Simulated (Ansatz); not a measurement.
Mulliken charges of CP (`[C]#P`) radical from ωB97M-V/def2-TZVPP in Ansatz (PBE0-D4/def2-TZVP geometry).

| atom | x (Å) | y (Å) | z (Å) | charge (e) |
| --- | --- | --- | --- | --- |
| C1 | -0.658 | 0.238 | -0.333 | -0.039 |
| P2 | 0.658 | -0.238 | 0.333 | 0.039 |

Task: By hand: the dipole of these point charges (1 e Å = 4.8032 D).

Result: Σ q r = (0.051, -0.019, 0.026) e Å, of length 0.060 e Å = 0.29 D.

Task: How does the dipole of the full density compare? (Estimate.)

Result: Ansatz gave: (0.185, -0.067, 0.093) e Å, 1.05 D; the point charges give 0.28 times that, at 1° from its direction.

Point charges leave out the atoms' own dipoles, such as those of lone pairs, and Mulliken's split depends on the basis, so the two needn't agree.
